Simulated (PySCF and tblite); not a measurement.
Results of a calculation; reference values are marked as such.
# C₆H₁₀, numbered as in [CH2:1]=[CH:2][CH2:3][CH2:4][CH:5]=[CH2:6]: conformational analysis

Conformers came from 150 starts (ETKDG and KDG, MMFF94s, GFN2-xTB); geometries are PBE0-D3(BJ)/def2-SVP. Free energies are PBE0-D3(BJ)/def2-TZVP single points with GFN2-xTB rigid-rotor and vibrational terms (modes under about 100 cm⁻¹ blended into free rotors). Symmetry numbers and mirror images are counted. Conformers within 4 kcal/mol (GFN2-xTB free energy) were kept, 7 at most. GIAO shieldings: PBE0/pcSseg-1. Couplings: B3LYP/pcSseg-1 with pcJ-1 on H (gas phase; spin-dipole term only for pairs with B, N, F, Si or P). Shifts are against TMS (¹H), TMS (¹³C) at the same level; of two unlike H on one atom, a is the less shielded. (PySCF 2.14, tblite 0.8.)

Torsions listed: C1–C2–C3–C4, C2–C3–C4–C5, C3–C4–C5–C6. Of a mirror pair one member is shown.

```csv
conformer,shape,symmetry,E(GFN2) kcal/mol,E(DFT) kcal/mol,G(298.15 K) kcal/mol,weight %,dipole D
1,"-119°, 65°, 122°",C1 (pair),0.00,0.07,0.00,27.8,0.46
2,"120°, 178°, 0°",C1 (pair),0.77,0.16,0.12,22.8,0.35
3,"119°, 177°, 119°",C2 (pair),0.04,0.00,0.27,17.5,0.28
4,"119°, 180°, -119°",Ci,0.07,0.09,0.40,14.1,0.00
5,"122°, -64°, 122°",C2 (pair),0.10,0.40,0.72,8.3,0.51
6,"114°, 61°, 113°",C2 (pair),0.65,0.62,1.04,4.8,0.25
7,"135°, -69°, -3°",C1 (pair),1.16,1.01,1.05,4.7,0.70
```

Weights (%) against temperature:

```tsv
T (K)	1	2	3	4	5	6	7	S(mix) cal/mol/K
250	28.9	22.4	18.7	14.7	7.8	4.1	3.5	4.62
273.15	28.3	22.6	18.1	14.4	8.1	4.4	4.1	4.66
298.15	27.8	22.8	17.5	14.1	8.3	4.8	4.7	4.70
323.15	27.3	23.0	17.0	13.8	8.5	5.1	5.3	4.73
373.15	26.5	23.3	16.2	13.3	8.7	5.6	6.4	4.78
```

Averaged shifts at 298.15 K. ¹H: 6.05 (H2/H5, 2H), 5.36 (H1a/H6a, 2H), 5.28 (H1b/H6b, 2H), 2.06 (H3/H4, 4H) ppm. ¹³C: 147.8 (C2/C5), 122.7 (C1/C6), 37.6 (C3/C4) ppm.

Coordinates of conformer 1 (Å):

```xyz
16

C    -2.411   -0.726   -0.573
C    -1.681   -0.235    0.430
C    -0.588    0.778    0.296
C     0.782    0.256    0.755
C     1.308   -0.855   -0.097
C     2.471   -0.836   -0.750
H    -2.253   -0.398   -1.606
H    -3.195   -1.468   -0.401
H    -1.872   -0.599    1.448
H    -0.521    1.123   -0.749
H    -0.843    1.661    0.909
H     1.506    1.087    0.771
H     0.690   -0.098    1.799
H     0.660   -1.736   -0.189
H     2.797   -1.681   -1.362
H     3.144    0.026   -0.693
```

Coordinates of conformer 2 (Å):

```xyz
16

C    -2.882   -0.115    0.119
C    -1.724   -0.565   -0.365
C    -0.418    0.161   -0.301
C     0.647   -0.614    0.469
C     1.997    0.029    0.544
C     2.356    1.199    0.015
H    -2.955    0.862    0.608
H    -3.802   -0.702    0.041
H    -1.700   -1.553   -0.845
H    -0.052    0.340   -1.328
H    -0.566    1.152    0.158
H     0.287   -0.804    1.497
H     0.764   -1.621    0.026
H     2.751   -0.544    1.100
H     3.375    1.580    0.129
H     1.659    1.824   -0.550
```

Shifts are unscaled: against experiment ¹³C can be off by 15 ppm or more and ¹H by 0.8 ppm. For its torsions the set is small; conformers may be missing.

Search and properties took 7.1 min on 1 thread of Arm Neoverse N1, shared host (rough), launched as `OMP_NUM_THREADS=1 python ens_run.py task.json out`.
